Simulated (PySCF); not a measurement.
C3H6O2S.
Geometry (PBE0-D3(BJ)/def2-SVP, Å), atoms numbered from 1 in this order:
```
atom  x, y, z in Å
C1     1.978   -0.079    0.753
C2     1.090    0.191   -0.198
S3    -0.551    0.698    0.260
C4    -1.588   -0.631   -0.325
O5    -0.636    0.711    1.719
O6    -0.867    1.885   -0.527
H7     3.014   -0.329    0.512
H8     1.676   -0.037    1.805
H9     1.296    0.204   -1.272
H10   -1.472   -0.734   -1.411
H11   -1.326   -1.555    0.206
H12   -2.614   -0.322   -0.081
```

The calculation used PySCF 2.14.0, density-fitted response routines, TDDFT B3LYP/def2-SVPD, vertical, gas phase, core orbitals frozen in the response.

Ground-to-excited transition dipoles (e·a0, same axes as the geometry; the sign carries no meaning), for the states with f of 0.002 or more among the lowest 7:

| state | E (eV) | μx | μy | μz |
| --- | --- | --- | --- | --- |
| S1 | 5.608 | -0.164 | 0.119 | -0.017 |
| S2 | 5.944 | 0.205 | -0.015 | -0.052 |
| S3 | 6.409 | -0.281 | 0.087 | -0.132 |
| S4 | 6.729 | -0.215 | 0.075 | -0.082 |
| S5 | 7.320 | -0.815 | 0.123 | -0.297 |
| S6 | 7.451 | 0.724 | -0.324 | 0.468 |
| S7 | 7.644 | -0.534 | 0.011 | -0.331 |

Q: Work out the oscillator strengths.

A: f = (2/3) ΔE |μ|² with ΔE in hartree (27.2114 eV).

```json
{"state": "S1", "|μ|² (au)": "0.041", "|μ| (D)": "0.52", "f": "0.006"}
{"state": "S2", "|μ|² (au)": "0.045", "|μ| (D)": "0.54", "f": "0.007"}
{"state": "S3", "|μ|² (au)": "0.104", "|μ| (D)": "0.82", "f": "0.016"}
{"state": "S4", "|μ|² (au)": "0.059", "|μ| (D)": "0.62", "f": "0.010"}
{"state": "S5", "|μ|² (au)": "0.767", "|μ| (D)": "2.23", "f": "0.138"}
{"state": "S6", "|μ|² (au)": "0.848", "|μ| (D)": "2.34", "f": "0.155"}
{"state": "S7", "|μ|² (au)": "0.395", "|μ| (D)": "1.60", "f": "0.074"}
```

Q: Which bond between heavy atoms lies closest to the direction of the S6 transition dipole?

A: C1–C2, at 16° from it; next S3–O6 at 43°.

Q: What angle do the transition dipoles of S3 and S5 make?

A: |cos θ| = |μa·μb| / (|μa| |μb|) = 0.99, so θ ≈ 9° (taken between 0 and 90°, since the signs are arbitrary).

Q: How is the summed strength of these states shared among x, y and z?

A: (2/3) Σ ΔE μα² gives 0.298 for x, 0.026 for y and 0.081 for z, 0.405 in all.

Q: What peak molar absorption coefficient would the strongest computed level give as a lone Gaussian band 0.3 eV wide at half height?

A: ε(max) = 2.175×10⁸ f / FWHM, with the width in cm⁻¹. S6: 2.175×10⁸ × 0.1548 / 2420 ≈ 14000 L mol⁻¹ cm⁻¹.

All these states lie below the vertical ionisation energy of 10.45 eV (ΔSCF).

One conformer stands for the species.
